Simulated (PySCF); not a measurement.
Computed spin Hamiltonian

Compound: C₅H₈N (doublet state).
Z-matrix (Å and degrees, GFN2-xTB geometry), rows numbered from 1:
```
C 
C   1  1.5245
N   2  1.4429  1  110.17
C   3  1.4227  2  120.94  1  -175.19
C   4  1.3370  3   93.98  2  -119.73
C   3  1.4743  2  119.67  1    75.45
H   1  1.0873  2  110.44  3   -62.97
H   1  1.0869  2  110.09  3    56.82
H   1  1.0869  2  110.03  3   176.95
H   2  1.1018  1  109.68  3   122.94
H   2  1.0939  1  110.25  3  -118.23
H   4  1.0717  3  126.34  2    54.48
H   6  1.0877  3  112.41  2  -123.54
H   6  1.0903  3  114.74  2     4.30
```

The hyperfine couplings belong to this conformer and change with its torsions.

Identity: `CCN1C=[C]C1` [radical].

Computed with UKS B3LYP, pcH-1 on C H N, non-relativistic, mean-field spin-orbit, GIAO (PySCF). Isolated species at its GFN2-xTB geometry (one conformer only). The geometry wasn't refined by DFT: couplings that depend on bond lengths, twists or pyramidal angles can differ widely from those at the functional's own minimum. No stability test was run, so a lower SCF solution isn't excluded.

```json
{"g1, g2, g3": "2.00158, 2.00234, 2.00257", "g_iso": "2.00216", "Form of g": "rhombic: the two nearest values differ by 24 % of g3 − g1", "⟨S²⟩": "0.7557 (exact 0.7500)", "Total energy": "-249.95803 Eh"}
```

Isotropic coupling and dipolar principal values T1 to T3, in MHz; ρ(0) is the spin density at the nucleus:

| atom | isotope | a_iso | T1 | T2 | T3 | Mulliken spin population | ρ(0) (bohr⁻³) |
| --- | --- | --- | --- | --- | --- | --- | --- |
| C1 | 13C | 7.4 | -1.0 | -0.9 | 1.9 | 0.01 | 0.0066 |
| C2 | 13C | -10.7 | -1.2 | -0.9 | 2.1 | -0.01 | -0.0095 |
| N3 | 14N | 5.7 | -12.9 | -12.9 | 25.8 | 0.21 | 0.0178 |
| C4 | 13C | -1.9 | -17.8 | -2.9 | 20.7 | -0.04 | -0.0017 |
| C5 | 13C | 309.6 | -63.8 | -58.9 | 122.8 | 0.80 | 0.2754 |
| C6 | 13C | 11.6 | -10.1 | -8.0 | 18.1 | 0.02 | 0.0103 |
| H7 | 1H | -0.8 | -1.7 | -1.1 | 2.8 | 0.00 | -0.0002 |
| H8 | 1H | -0.5 | -1.8 | -1.2 | 3.0 | 0.00 | -0.0001 |
| H9 | 1H | 2.7 | -1.0 | -0.8 | 1.8 | 0.00 | 0.0006 |
| H10 | 1H | 29.2 | -2.7 | -2.0 | 4.8 | 0.02 | 0.0065 |
| H11 | 1H | 7.0 | -2.5 | -1.9 | 4.3 | 0.00 | 0.0016 |
| H12 | 1H | 0.8 | -6.2 | -2.6 | 8.8 | 0.00 | 0.0002 |
| H13 | 1H | 0.1 | -6.7 | -2.8 | 9.5 | 0.00 | 0.0000 |
| H14 | 1H | -2.6 | -7.2 | -3.1 | 10.3 | 0.00 | -0.0006 |

The Mulliken spin populations are largest on C5 (+0.80) and N3 (+0.21).

Under fast tumbling the dipolar parts average out, and these isotropic splittings remain: 2 × 1H (H10/H11, I = 1/2, 3 lines) with 0.65 mT, 1 × 14N (N3, I = 1, 3 lines) with 0.20 mT and 2 × 1H (H13/H14, I = 1/2, 3 lines) with 0.04 mT.

Class means assume fast exchange of nuclei equivalent by connectivity; if that motion is slow, each nucleus keeps its own coupling. The 1H value of +18.1 MHz is a mean of couplings from 7.0 to 29.2 MHz in this one geometry, not an average over conformers.

The 13C coupling of C5 (309.6 MHz) shows only in satellite lines or after enrichment, since that isotope makes up about 1.07 % of natural carbon.

Examples of negative spin density at the nucleus (bohr⁻³): C2 (-0.0095) and C4 (-0.0017).

The run took 40 s of wall time (with the writing of density and orbital grids) on an Arm Neoverse V1 with one thread, shared host, and the process peaked at 0.84 GiB of memory.
